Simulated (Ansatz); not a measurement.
**Question.** Name a neutral molecule of C, Si and H with size of the dipole moment (PBE/def2-TZVPP) between 0.60 and 0.90 D and HOMO energy (PBE0/def2-TZVPP) between -8.80 and -8.50 eV (Ansatz, PBE0-D4/def2-TZVP geometry).

**Answer.** `C[SiH](C)C` (0.61 D, -8.54 eV). Other molecules can fit too; these were computed, each in one conformer that needn't be the lowest.
